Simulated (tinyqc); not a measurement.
Pariser-Parr-Pople SCF with singles CI, for the molecule O=CC(=O)O (SMILES; centres numbered as the heavy atoms are written), step by step. One step of it, computed by the program tinyqc.

Problem. Iteration 1: Fock matrix. F_rr = H_rr + P_rr gamma_rr / 2 + sum_(s != r) P_ss gamma_rs; F_rs = H_rs - P_rs gamma_rs / 2; E = tr P (H + F) / 2 + core repulsion sum_(r<s) z_r z_s gamma_rs.

P at the start:
```
           1O        2C        3C         4O         5O
1O   1.000000  0.928199  0.000000  -0.270539  -0.255449
2C   0.928199  1.000000  0.372083   0.000000   0.000000
3C   0.000000  0.372083  1.000000   0.674888   0.637245
4O  -0.270539  0.000000  0.674888   1.471335  -0.499178
5O  -0.255449  0.000000  0.637245  -0.499178   1.528665
```

core matrix H (eV):
```
            1O          2C          3C          4O          5O
1O  -41.487245   -2.510000    0.000000    0.000000    0.000000
2C   -2.510000  -44.891622   -2.390000    0.000000    0.000000
3C    0.000000   -2.390000  -51.268287   -2.510000   -2.370000
4O    0.000000    0.000000   -2.510000  -45.229600    0.000000
5O    0.000000    0.000000   -2.370000    0.000000  -54.196168
```

repulsion gamma_rs (eV):
```
           1O         2C         3C         4O         5O
1O  16.230000   8.197344   5.440619   4.902324   3.813480
2C   8.197344  10.930000   7.491489   5.441272   5.605759
3C   5.440619   7.491489  10.930000   8.199163   8.793508
4O   4.902324   5.441272   8.199163  16.230000   5.683421
5O   3.813480   5.605759   8.793508   5.683421  22.950000
```

Centres (angstrom, eV; a flat drawing with bonds scaled to 1.40 angstrom):
```
centre          x          y  core charge z          W   gamma_rr
1O      -1.940000   0.000000              1  15.320000  16.230000
2C      -0.727000  -0.700000              1  12.550000  10.930000
3C       0.485000   0.000000              1  12.550000  10.930000
4O       0.485000   1.400000              1  15.320000  16.230000
5O       1.697000  -0.700000              2  30.300000  22.950000
```

Give: F; pi energy.

Solution.

F (eV):
```
        1O      2C      3C      4O       5O
1O  -6.692  -6.314   0.000   0.663    0.487
2C  -6.314  -7.163  -3.784   0.000    0.000
3C   0.000  -3.784  -7.365  -5.277   -5.172
4O   0.663   0.000  -5.277  -6.059    1.419
5O   0.487   0.000  -5.172   1.419  -10.080
```

pi energy = -100.389 eV
